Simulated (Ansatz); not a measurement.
# BH₂ radical: geometry and frequencies at several levels

Wanted for BH₂ radical: geometry and frequencies at several levels. Spin multiplicity 2.

Computed with Ansatz 0.2.0 (the levels named in each step, unless a step's input says otherwise).

### 1 The starting structure

Bond lengths: B1–H2 1.159 Å, B1–H3 1.159 Å. Angles: H2–B1–H3 128.8°.

As a file:

```xyz
3

B     0.0003    0.0787   -0.0006
H    -1.0470   -0.4176   -0.0019
H     1.0435   -0.4264    0.0086
```

### 2 A rough first relaxation, PBE-D4/def2-SVP

This run stands in another session on the same molecule. It ended at:

```xyz
3

B     0.0004    0.0917   -0.0007
H    -1.0980   -0.4240   -0.0022
H     1.0943   -0.4331    0.0089
```

### 3 Relaxation, PBE0-D4/def2-TZVPP

This run stands in another session on the same molecule. It ended at:

```xyz
3

B     0.0004    0.0841   -0.0007
H    -1.0782   -0.4202   -0.0021
H     1.0746   -0.4292    0.0088
```

### 4 Relaxation, CCSD(T)/cc-pV(T+d)Z

input.yaml

```yaml
crystal:
  periodic: [false, false, false]
  atoms:
    - { symbol: B, position_ang: [0.00035307, 0.08414909, -0.00066291] }
    - { symbol: H, position_ang: [-1.07821179, -0.42023955, -0.00208556] }
    - { symbol: H, position_ang: [1.07462872, -0.42921954, 0.00875845] }
magnetization:
  spin_polarized: true
  initial_magnetization: 1
basis:
  gaussian: { orbitals: "cc-pV(T+d)Z.json" }
correlation:
  method: ccsd_t
scf:
  omitted_lower_state_checks: [cluster_reference]
relax:
  f_tol: 0.002
  max_steps: 40
```

Run with:

```bash
$ ansatz run input.yaml --threads 2 --pin off --max-ram 5120MiB --backend cpu --events-out ev --progress --plain --runs-dir out
```

Output (excerpt; [...] marks lines left out):

```text
Warning: RAYON_NUM_THREADS=2 ignored (pool sized by the plan → 2); use --threads N
[...]
Functional definition: HF
[...]
375 factors; integrals over basis functions are off by at most 2.5e-4 eV
[...]
mean field -700.97259395 eV, -25.7602676915 hartree, gradient 4.1e-6 eV, S^2 0.753752; 2 other end points of the search recorded, 0 dependent functions left out
1 core orbitals not correlated: weight in the atoms' cores, before any rotation towards them, 1.000 or more for the frozen orbitals, at most 0.000 for the correlated occupied ones
reference -700.97259395 eV, -25.7602676915 hartree; 3, 2 occupied and 54, 55 virtual orbitals, 375 factors
second order -2.24205929 eV of doubles, -0.00000000 eV of singles
cycle   1  -2.60142549 eV  change   -3.6e-1 eV  update   4.1e-2
[...]
perturbative correction -0.05318735 eV, -0.0019545990 hartree
[...]
relax step   1: F+E_penalty+E_count = -703.76930530 eV  Δ(F+E_penalty+E_count) = +0.000e0 eV  max|allowed force component| = 5.310e-2 eV/Å  Δτ_max = 0.0000 Å  (52 SCF iters, accepted)
[...]
relax step   2: F+E_penalty+E_count = -703.76954636 eV  Δ(F+E_penalty+E_count) = -2.411e-4 eV  max|allowed force component| = 9.188e-3 eV/Å  Δτ_max = 0.0040 Å  (29 SCF iters, accepted)
[...]
relax step   3: F+E_penalty+E_count = -703.76955289 eV  Δ(F+E_penalty+E_count) = -6.531e-6 eV  max|allowed force component| = 1.927e-4 eV/Å  Δτ_max = 0.0008 Å  (21 SCF iters, accepted)
[...]
375 factors; integrals over basis functions are off by at most 2.6e-4 eV
mean field -700.97396878 eV, -25.7603182156 hartree, gradient 5.9e-6 eV, S^2 0.753701; 3 other end points of the search recorded, 0 dependent functions left out
1 core orbitals not correlated: weight in the atoms' cores, before any rotation towards them, 1.000 or more for the frozen orbitals, at most 0.000 for the correlated occupied ones
reference -700.97396878 eV, -25.7603182156 hartree; 3, 2 occupied and 54, 55 virtual orbitals, 375 factors
second order -2.24157857 eV of doubles, -0.00000000 eV of singles
[...]
cycle  11  -2.74249159 eV  change    8.2e-8 eV  update   3.8e-7
perturbative correction -0.05309251 eV, -0.0019511139 hartree
[...]
Total energy: -703.76955289 eV, -25.8630540365 hartree
Atom 0 at     0.000368     0.087792    -0.000692 Å, force    -0.000001    -0.000193     0.000002 eV/Å
Atom 1 at    -1.073770    -0.422080    -0.002049 Å, force     0.000112     0.000096    -0.000000 eV/Å
Atom 2 at     1.070171    -0.431022     0.008750 Å, force    -0.000111     0.000097    -0.000001 eV/Å
Dipole moment:    -0.000407    -0.096648     0.000760 e Å
Checks for a lower state left out: cluster_reference
```

Wall time 6.5 s (2 threads of Intel Xeon Platinum 8488C (Sapphire Rapids), shared host); peak memory 0.25 GiB.

The steps of the relaxation:

```csv
step,E - E(step 1) (eV),largest force component (eV/Å)
1,0.0000,0.0531
2,-0.0002,0.0092
3,-0.0002,0.0002
```

Step 1 is the start.

Before: Bond lengths: B1–H2 1.191 Å, B1–H3 1.191 Å. Angles: H2–B1–H3 129.4°.

After: Bond lengths: B1–H2 1.189 Å, B1–H3 1.189 Å. Angles: H2–B1–H3 128.7°.

### 5 Frequencies, CCSD(T)/cc-pV(T+d)Z

input.yaml

```yaml
crystal:
  periodic: [false, false, false]
  atoms:
    - { symbol: B, position_ang: [0.00036841, 0.08779204, -0.00069154] }
    - { symbol: H, position_ang: [-1.07376967, -0.42207958, -0.00204883] }
    - { symbol: H, position_ang: [1.07017127, -0.43102246, 0.00875035] }
magnetization:
  spin_polarized: true
  initial_magnetization: 1
basis:
  gaussian: { orbitals: "cc-pV(T+d)Z.json" }
correlation:
  method: ccsd_t
scf:
  omitted_lower_state_checks: [cluster_reference]
phonons: {}
```

Run with:

```bash
$ ansatz run input.yaml --threads 2 --pin off --max-ram 5120MiB --backend cpu --events-out ev --progress --plain --runs-dir out
```

Output (excerpt; [...] marks lines left out):

```text
Warning: RAYON_NUM_THREADS=2 ignored (pool sized by the plan → 2); use --threads N
[...]
Functional definition: HF
[...]
375 factors; integrals over basis functions are off by at most 2.6e-4 eV
[...]
mean field -700.97396878 eV, -25.7603182156 hartree, gradient 4.1e-6 eV, S^2 0.753701; 2 other end points of the search recorded, 0 dependent functions left out
1 core orbitals not correlated: weight in the atoms' cores, before any rotation towards them, 1.000 or more for the frozen orbitals, at most 0.000 for the correlated occupied ones
reference -700.97396878 eV, -25.7603182156 hartree; 3, 2 occupied and 54, 55 virtual orbitals, 375 factors
second order -2.24157859 eV of doubles, -0.00000000 eV of singles
cycle   1  -2.60068629 eV  change   -3.6e-1 eV  update   4.1e-2
[...]
perturbative correction -0.05309251 eV, -0.0019511139 hartree
[...]
375 factors; integrals over basis functions are off by at most 2.6e-4 eV
[...]
1 core orbitals not correlated: weight in the atoms' cores, before any rotation towards them, 1.000 or more for the frozen orbitals, at most 0.000 for the correlated occupied ones
reference -700.97367020 eV, -25.7603072429 hartree; 3, 2 occupied and 54, 55 virtual orbitals, 375 factors
second order -2.24162146 eV of doubles, -0.00000000 eV of singles
[...]
cycle  11  -2.74272009 eV  change    1.1e-7 eV  update   3.9e-7
perturbative correction -0.05313045 eV, -0.0019525080 hartree
[...]
Total energy: -703.76955288 eV, -25.8630540362 hartree
Atom 0 at     0.000368     0.087792    -0.000692 Å, force    -0.000001    -0.000192     0.000002 eV/Å
Atom 1 at    -1.073770    -0.422080    -0.002049 Å, force     0.000112     0.000096    -0.000000 eV/Å
Atom 2 at     1.070171    -0.431022     0.008750 Å, force    -0.000111     0.000097    -0.000001 eV/Å
Dipole moment:    -0.000407    -0.096647     0.000760 e Å
Vibrations: 1019.17 2588.48 2755.07 cm⁻¹, zero-point energy 0.394439 eV
Checks for a lower state left out: cluster_reference
```

It took 11 s on 2 threads of Intel Xeon Platinum 8488C (Sapphire Rapids), shared host; peak memory 0.25 GiB.

Harmonic frequencies (cm⁻¹; negative: imaginary): 1019, 2588, 2755.

### 6 Relaxation, CCSD(T)/cc-pwCVTZ, all electrons

input.yaml, as its differences from that of step 5:

```diff
@@ -10,7 +10,10 @@
 basis:
-  gaussian: { orbitals: "cc-pV(T+d)Z.json" }
+  gaussian: { orbitals: cc-pwCVTZ.json }
 correlation:
   method: ccsd_t
+  frozen_orbitals: { B: 0, H: 0 }
 scf:
   omitted_lower_state_checks: [cluster_reference]
-phonons: {}
+relax:
+  f_tol: 0.002
+  max_steps: 40
```

Run with:

```bash
$ ansatz run input.yaml --threads 2 --pin off --max-ram 5120MiB --backend cpu --events-out ev --progress --plain --runs-dir out
```

Output (excerpt; [...] marks lines left out):

```text
Warning: RAYON_NUM_THREADS=2 ignored (pool sized by the plan → 2); use --threads N
[...]
Functional definition: HF
[...]
446 factors; integrals over basis functions are off by at most 3.2e-4 eV
[...]
mean field -700.98026231 eV, -25.7605494984 hartree, gradient 1.5e-6 eV, S^2 0.753708; 2 other end points of the search recorded, 0 dependent functions left out
reference -700.98026231 eV, -25.7605494984 hartree; 4, 3 occupied and 67, 68 virtual orbitals, 446 factors
second order -3.41104436 eV of doubles, -0.00000000 eV of singles
cycle   1  -3.83354599 eV  change   -4.2e-1 eV  update   4.2e-2
[...]
perturbative correction -0.06216853 eV, -0.0022846513 hartree
[...]
relax step   1: F+E_penalty+E_count = -705.02465989 eV  Δ(F+E_penalty+E_count) = +0.000e0 eV  max|allowed force component| = 6.256e-2 eV/Å  Δτ_max = 0.0000 Å  (50 SCF iters, accepted)
[...]
446 factors; integrals over basis functions are off by at most 3.2e-4 eV
mean field -700.98086531 eV, -25.7605716583 hartree, gradient 9.3e-6 eV, S^2 0.753714; 3 other end points of the search recorded, 0 dependent functions left out
reference -700.98086531 eV, -25.7605716583 hartree; 4, 3 occupied and 67, 68 virtual orbitals, 446 factors
second order -3.41140399 eV of doubles, -0.00000000 eV of singles
[...]
cycle  11  -3.98197313 eV  change   -6.0e-9 eV  update   3.4e-7
perturbative correction -0.06202589 eV, -0.0022794093 hartree
[...]
Total energy: -705.02486433 eV, -25.9091858811 hartree
Atom 0 at     0.000362     0.086251    -0.000679 Å, force    -0.000003    -0.000818     0.000006 eV/Å
Atom 1 at    -1.071633    -0.421318    -0.002044 Å, force    -0.000382     0.000411    -0.000005 eV/Å
Atom 2 at     1.068041    -0.430243     0.008734 Å, force     0.000385     0.000407    -0.000001 eV/Å
Dipole moment:    -0.000407    -0.096688     0.000760 e Å
Checks for a lower state left out: cluster_reference
```

Run time: 15 s. Hardware: 2 threads of Intel Xeon Platinum 8488C (Sapphire Rapids), shared host; peak memory 0.42 GiB.

The steps of the relaxation:

```csv
step,E - E(step 1) (eV),largest force component (eV/Å)
1,0.0000,0.0626
2,-0.0002,0.0221
3,-0.0002,0.0008
```

Step 1 is the start.

Before: Bond lengths: B1–H2 1.189 Å, B1–H3 1.189 Å. Angles: H2–B1–H3 128.7°.

After: Bond lengths: B1–H2 1.186 Å, B1–H3 1.186 Å. Angles: H2–B1–H3 128.8°.

### 7 Relaxation, CCSD(T)/cc-pwCVQZ, all electrons

input.yaml

```yaml
crystal:
  periodic: [false, false, false]
  atoms:
    - { symbol: B, position_ang: [0.00036191, 0.08625149, -0.00067943] }
    - { symbol: H, position_ang: [-1.07163254, -0.4213182, -0.00204414] }
    - { symbol: H, position_ang: [1.06804064, -0.43024328, 0.00873355] }
magnetization:
  spin_polarized: true
  initial_magnetization: 1
basis:
  gaussian: { orbitals: cc-pwCVQZ.json }
correlation:
  method: ccsd_t
  frozen_orbitals: { B: 0, H: 0 }
scf:
  omitted_lower_state_checks: [cluster_reference]
relax:
  f_tol: 0.002
  max_steps: 40
```

Run with:

```bash
$ ansatz run input.yaml --threads 2 --pin off --max-ram 5120MiB --backend cpu --events-out ev --progress --plain --runs-dir out
```

Output (excerpt; [...] marks lines left out):

```text
Warning: RAYON_NUM_THREADS=2 ignored (pool sized by the plan → 2); use --threads N
[...]
Functional definition: HF
[...]
954 factors; integrals over basis functions are off by at most 3.0e-4 eV
[...]
mean field -701.02210277 eV, -25.7620871070 hartree, gradient 1.4e-6 eV, S^2 0.753810; 2 other end points of the search recorded, 0 dependent functions left out
reference -701.02210277 eV, -25.7620871070 hartree; 4, 3 occupied and 140, 141 virtual orbitals, 954 factors
second order -3.68650280 eV of doubles, -0.00000000 eV of singles
cycle   1  -4.06334017 eV  change   -3.8e-1 eV  update   4.2e-2
[...]
perturbative correction -0.06771057 eV, -0.0024883176 hartree
[...]
relax step   1: F+E_penalty+E_count = -705.30258430 eV  Δ(F+E_penalty+E_count) = +0.000e0 eV  max|allowed force component| = 3.296e-2 eV/Å  Δτ_max = 0.0000 Å  (50 SCF iters, accepted)
[...]
954 factors; integrals over basis functions are off by at most 3.0e-4 eV
mean field -701.02215848 eV, -25.7620891542 hartree, gradient 3.5e-6 eV, S^2 0.753820; 3 other end points of the search recorded, 0 dependent functions left out
reference -701.02215848 eV, -25.7620891542 hartree; 4, 3 occupied and 140, 141 virtual orbitals, 954 factors
second order -3.68680983 eV of doubles, -0.00000000 eV of singles
[...]
cycle  11  -4.21282110 eV  change    9.1e-8 eV  update   3.9e-7
perturbative correction -0.06764991 eV, -0.0024860884 hartree
[...]
Total energy: -705.30262949 eV, -25.9193935623 hartree
Atom 0 at     0.000356     0.084946    -0.000669 Å, force    -0.000000    -0.000041     0.000000 eV/Å
Atom 1 at    -1.071126    -0.420667    -0.002047 Å, force    -0.000052     0.000021    -0.000000 eV/Å
Atom 2 at     1.067539    -0.429588     0.008726 Å, force     0.000052     0.000020     0.000000 eV/Å
Dipole moment:    -0.000421    -0.099881     0.000785 e Å
Checks for a lower state left out: cluster_reference
```

It took 3.9 min on 2 threads of Intel Xeon Platinum 8488C (Sapphire Rapids), shared host; peak memory 3.9 GiB.

Step by step:

| step | E - E(step 1) (eV) | largest force component (eV/Å) |
| --- | --- | --- |
| 1 | 0.0000 | 0.0330 |
| 2 | 0.0000 | 0.0116 |
| 3 | 0.0000 | 0.0001 |

Step 1 is the start.

Before: Bond lengths: B1–H2 1.186 Å, B1–H3 1.186 Å. Angles: H2–B1–H3 128.8°.

After: Bond lengths: B1–H2 1.185 Å, B1–H3 1.185 Å. Angles: H2–B1–H3 129.0°.

### 8 The levels compared

```csv
level,B1–H2 (Å),B1–H3 (Å),rotational constants (MHz),dipole (D),highest frequency (cm⁻¹),CPU time
PBE0-D4/def2-TZVPP,1.1907,1.1907,"1.1454e+06, 216380, 182000",0.50,-,2.8 s
CCSD(T)/cc-pV(T+d)Z,1.1890,1.1890,"1.1212e+06, 218180, 182640",0.46,2755,12 s
"CCSD(T)/cc-pwCVTZ, all electrons",1.1861,1.1861,"1.1313e+06, 219050, 183520",0.46,-,30 s
"CCSD(T)/cc-pwCVQZ, all electrons",1.1848,1.1848,"1.14e+06, 219260, 183890",0.48,-,7.7 min
```

Constants are for the commonest isotopes at the equilibrium geometry; times are CPU times of the relaxations.

### 9 Results

| quantity | value |
| --- | --- |
| B1–H2 at CCSD(T)/cc-pwCVQZ, all electrons | 1.185 Å |
| B1–H3 at CCSD(T)/cc-pwCVQZ, all electrons | 1.185 Å |
| frequencies at CCSD(T)/cc-pV(T+d)Z | 1019 to 2755 cm⁻¹ |

The B–H distance spreads over 0.006 Å, from CCSD(T)/cc-pwCVQZ, all electrons (shortest) to PBE0-D4/def2-TZVPP. No mode is imaginary, so the geometry is a minimum.
